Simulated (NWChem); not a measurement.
# singlet CH4N+ at 6 levels

Wanted: a comparison of 6 runs (HF/def2-TZVP, BLYP/def2-TZVP, M06-L/def2-TZVP, r2SCAN/def2-TZVP, revPBE/def2-TZVP, CCSD/def2-TZVP) of singlet CH4N+. 

The results are computed with NWChem 7.3.0.

### Step 1. Starting point

CH4N+ has 6 atoms, charge +1, and is taken as a singlet. SMILES of the parent species: `[CH2]N`. The coordinates come from a PBE0-D4/def2-TZVP relaxation. This is one conformer, not always the lowest. That shape belongs to the parent species and isn't relaxed for this state.

Bond lengths: C1–N2 1.386 Å, C1–H3 1.082 Å, C1–H4 1.082 Å, N2–H5 1.008 Å, N2–H6 1.008 Å. Angles: C1–N2–H5 115.5°, C1–N2–H6 115.5°, N2–C1–H3 116.9°, N2–C1–H4 116.8°, H5–N2–H6 111.4°, H3–C1–H4 118.6°.

### Step 2. A single-point energy at HF/def2-TZVP (run 1)

ch4n.nw reads:

```
start ch4n
title "CH4N energy"
memory total 2200 mb
charge 1

geometry noautosym nocenter noautoz
 C     -0.319900    -0.571400    -0.195400
 N      0.368400     0.544400     0.254100
 H     -1.285500    -0.763000     0.252600
 H      0.275200    -1.412900    -0.523600
 H      1.200400     0.778600    -0.264400
 H     -0.196500     1.360300     0.430400
end

basis spherical bse
 * library def2-TZVP
end

scf
 thresh 1e-08
 maxiter 80
end

task scf
```

Command:

```
$ nwchem ch4n.nw > ch4n.out
```

What it wrote:

```text
[...]
  functions       =    86
[...]
  wavefunction    = RHF
[...]
         Total SCF energy =    -94.387865968135
      One-electron energy =   -195.804242740261
      Two-electron energy =     64.122256319660
 Nuclear repulsion energy =     37.294120452466
        Time for solution =      6.3s
[...]
```

Run time: 7.2 s. Hardware: 1 thread of AMD EPYC 9R45 (Zen 5), shared host; peak memory 0.1 GiB.

### Step 3. A single-point energy at BLYP/def2-TZVP (run 2)

ch4n.nw reads:

```
start ch4n
memory total 2200 mb
charge 1

geometry noautosym nocenter noautoz
  C    -0.319900   -0.571400   -0.195400
  N     0.368400    0.544400    0.254100
  H    -1.285500   -0.763000    0.252600
  H     0.275200   -1.412900   -0.523600
  H     1.200400    0.778600   -0.264400
  H    -0.196500    1.360300    0.430400
end

basis spherical bse
  C library def2-TZVP
  N library def2-TZVP
  H library def2-TZVP
end

dft
  xc becke88 lyp
  grid xfine
  convergence energy 1e-08
  maxiter 100
  mulliken
  print medium
end

task dft energy
```

Command:

```
$ nwchem ch4n.nw > ch4n.out
```

What it wrote:

```text
[...]
          Wavefunction type:  closed shell.
          No. of atoms     :     6
          No. of electrons :    16
[...]
          Charge           :     1
          Spin multiplicity:     1
[...]
          AO basis - number of functions:    86
[...]
              XC Information
              --------------
                    Becke 1988 Exchange Functional  1.000
              Lee-Yang-Parr Correlation Functional  1.000
[...]
 d= 0,ls=0.0,diis     1    -94.8240465394 -1.32D+02  1.35D-02  1.36D+00     1.7
[...]
 d= 0,ls=0.0,diis    11    -94.9477939304 -5.43D-11  3.61D-08  3.71D-11    15.2
         Total DFT energy =      -94.947793930438
      One electron energy =     -196.054767257513
           Coulomb energy =       77.260477354901
    Exchange-Corr. energy =      -13.447624480292
 Nuclear repulsion energy =       37.294120452466
[...]
      Total Density - Mulliken Population Analysis
     ---------------------------------------------
    Atom       Charge   Shell Charges
 -----------   ------   -------------------------------------------------------
    1 C    6     5.92   0.86  1.11  0.58  0.67  0.12  1.23  1.02  0.26  0.02  0.04  0.01
    2 N    7     7.16   0.82  1.15  0.58  0.79  0.17  1.57  1.51  0.54  0.01  0.02  0.00
    3 H    1     0.77   0.27  0.44  0.04  0.02
    4 H    1     0.77   0.27  0.44  0.04  0.02
    5 H    1     0.69   0.27  0.36  0.02  0.04
    6 H    1     0.69   0.27  0.36  0.02  0.04
[...]
```

Wall time 16 s (1 thread of AMD EPYC 9R45 (Zen 5), shared host); peak memory 0.14 GiB.

Runs 3 to 5 aren't shown in full; the table further down has their settings and results.

### Step 4. The energy at CCSD/def2-TZVP (run 6)

ch4n.nw reads:

```
start ch4n
memory 2200 mb
charge 1
geometry units angstrom noautosym nocenter noautoz
   C    -0.319900   -0.571400   -0.195400
   N     0.368400    0.544400    0.254100
   H    -1.285500   -0.763000    0.252600
   H     0.275200   -1.412900   -0.523600
   H     1.200400    0.778600   -0.264400
   H    -0.196500    1.360300    0.430400
end
basis spherical bse
   * library def2-TZVP
end
scf
   thresh 1e-08
   maxiter 80
end
ccsd
   freeze core 2
   maxiter 60
end
task ccsd
```

Command:

```
$ nwchem ch4n.nw > ch4n.out
```

What it wrote:

```text
[...]
  functions       =    86
[...]
  wavefunction    = RHF
[...]
         Total SCF energy =    -94.387865968135
      One-electron energy =   -195.804242740261
      Two-electron energy =     64.122256319660
 Nuclear repulsion energy =     37.294120452466
        Time for solution =      6.3s
[...]
 Total MP2 energy:            -94.740524864470189
[...]
             energy      energy      error      ampl     ampl      Block
                                                time     time      time
[...]
 Total CCSD energy:            -94.763935224087376
[...]
```

Wall time 52 s (1 thread of AMD EPYC 9R45 (Zen 5), shared host); peak memory 0.14 GiB.

### Step 5. All runs side by side

```
run             level  iteration cap  module  energy (Eh)  HOMO energy (eV)  LUMO energy (eV)  HOMO–LUMO gap (eV)  wall time
  1      HF/def2-TZVP             80     scf   -94.387866            -20.69             -5.36               15.33      7.2 s
  2    BLYP/def2-TZVP            100     dft   -94.947794            -16.32            -10.85                5.47       16 s
  3   M06-L/def2-TZVP            100     dft   -94.962861            -16.65            -10.75                5.90       26 s
  4  r2SCAN/def2-TZVP            100     dft   -94.920243            -16.71            -10.73                5.98       20 s
  5  revPBE/def2-TZVP            100     dft   -94.958098            -16.43            -10.90                5.52       15 s
  6    CCSD/def2-TZVP             80    ccsd   -94.763935            -20.69             -5.36               15.33       52 s
```

### Step 6. Results

| quantity | value |
| --- | --- |
| run 6: total energy | -94.76394 Eh |
| run 6: HOMO energy (Hartree–Fock orbitals) | -20.69 eV |
| run 6: LUMO energy (Hartree–Fock orbitals) | -5.36 eV |
| run 6: HOMO–LUMO gap (Hartree–Fock orbitals) | 15.33 eV |
| run 6: correlation energy (2 core orbitals frozen) | -376.1 mEh |

Over runs 1, 2, 3, 4, 5 the HOMO–LUMO gap runs from 5.47 eV (BLYP/def2-TZVP) to 15.33 eV (HF/def2-TZVP). Exact exchange widens orbital gaps. Totals of different functionals can't be ranked against each other. All runs together took 2.3 min, the longest 52 s.
